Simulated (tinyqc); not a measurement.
Starting guesses with DIIS over 6 matrices: SCF starting guesses in the sto-6g basis, for H2O+, spin multiplicity 2. Computed by the program tinyqc with PySCF. 

Geometry (angstrom):
```
atom,x,y,z
O,0.0000,0.0000,0.0000
H,0.0000,0.9180,0.6390
H,0.0000,-0.9180,0.6390
```

lowest solution found by these runs and by PySCF with stability checks = -75.367529 hartree

UHF with one setting changed at a time; a run stops when the energy changes by less than 1e-09 hartree and the error matrix is below 1e-5. Starts: the lowest orbitals of the core Hamiltonian, of the Wolfsberg-Helmholz matrix (K = 1.75), projected atomic densities, random orbitals, and the highest orbitals of the core Hamiltonian (a deliberately bad start).

Largest element of the error matrix X^T (FDS - SDF) X:
```
iteration,core,Wolfsberg-Helmholz,atomic densities,random,highest core orbitals
1,2.5e-01,2.2e-01,4.4e-01,6.8e+00,1.9e-01
2,2.4e-02,5.5e-02,1.1e-01,2.5e-01,2.5e-01
3,8.4e-03,1.2e-02,1.3e-02,1.1e-01,2.4e-01
4,3.5e-03,4.3e-03,4.3e-03,8.9e-02,2.4e-01
5,1.7e-03,2.3e-03,2.4e-03,4.9e-02,2.3e-01
6,7.1e-04,1.0e-03,5.7e-04,1.5e-02,1.3e-01
8,1.6e-05,1.5e-05,1.3e-05,8.3e-03,1.0e-02
10,1.0e-06,8.5e-07,9.1e-07,2.1e-03,1.4e-03
14,-,-,-,8.9e-05,4.1e-08
```

How each run ends:
```
run,iterations,E (hartree),state
core,10,-75.36753,lowest found
Wolfsberg-Helmholz,10,-75.36753,lowest found
atomic densities,10,-75.36753,lowest found
random,18,-75.36753,lowest found
highest core orbitals,14,-75.12280,higher
```

4 of 5 runs reach the lowest solution found, in 10 to 18 iterations (fastest: core, Wolfsberg-Helmholz, atomic densities). Ending on a higher stationary point: highest core orbitals; a small error matrix cannot reveal that, and an occupation fixed by the start is kept by symmetry or by the shape of the basin. The first errors are 2e-01, 2e-01, 4e-01, 7e+00, 2e-01; the deliberately bad start has the smallest one, so a small first error does not mark a good start.
